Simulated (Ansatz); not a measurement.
Relaxation of AlH$_{6}$NO (9 atoms, charge 0, multiplicity 1), to a largest force component of 0.03 eV/Å in at most 50 steps.

Level of theory: Ansatz, RKS PBE0/def2-SVP.

```xyz
9
Properties=species:S:1:pos:R:3
Al 0.062 0.434 -0.498
O -0.047 0.169 2.454
H -0.990 0.049 2.614
H 1.295 -0.461 -0.929
N -1.583 0.021 -1.019
H -1.859 -0.811 -1.530
H -2.390 0.617 -0.873
H 0.199 1.782 0.303
H -0.004 1.047 2.006
```

Question: Where does it end, and by what steps?

Answer: The run converged. After 13 steps the energy has fallen by 0.723 eV; H3 moved furthest, 1.29 Å. Joined: Al1–O2 (2.97 → 2.01 Å).

```tsv
step	energy less start (eV)	largest force component (eV/Å)	accepted
0	0.0000	0.768	yes
1	-0.0740	2.083	yes
2	-0.2346	2.282	yes
3	-0.4409	1.222	yes
4	-0.5210	0.525	yes
5	-0.5746	0.573	yes
6	-0.6165	0.641	yes
7	-0.6553	0.853	yes
8	-0.6965	0.628	yes
9	-0.7194	0.355	yes
10	-0.7164	0.558	no
11	-0.7223	0.119	yes
12	-0.7225	0.075	yes
13	-0.7228	0.025	yes
```

```xyz
9
Properties=species:S:1:pos:R:3
Al 0.194 0.551 -0.183
O -0.191 0.098 1.732
H -1.110 -0.073 1.337
H 1.317 -0.458 -0.684
N -1.578 -0.004 -0.380
H -1.793 -0.883 -0.847
H -2.289 0.668 -0.659
H 0.388 2.139 -0.171
H -0.254 0.809 2.382
```

Whether the end is a true minimum wasn't checked by a vibrational analysis.

Time of the run: 39 s on 1 thread of Intel(R) Xeon(R) Platinum 8488C (Sapphire Rapids), with other jobs on the host, peak memory 0.18 GiB.
